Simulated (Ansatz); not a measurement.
For rutile MnF2, PBE+U (Ansatz, a program for electronic structure, PAW) gives:

- equilibrium volume per atom = 13.92 Å³/atom
- magnetic moment = 4.28 μB

Q: What does r²SCAN (PAW; Ansatz) give for the same quantities?

A: 
- equilibrium volume per atom: 13.00 Å³/atom (shrinks by 6.6 %)
- magnetic moment: 4.22 μB (shrinks by 0.06 μB)

Changes are worked out from the printed values.

Unless a cell is named, each level is at its own relaxed cell (PBE+U 13.92, r²SCAN 13.00 Å³/atom).

Spin-polarised runs: PBE+U (opposed moments), r²SCAN (opposed moments).

Ansatz's density-functional and Hartree–Fock values are scalar-relativistic unless marked +SOC, with PAW data made under PBE.
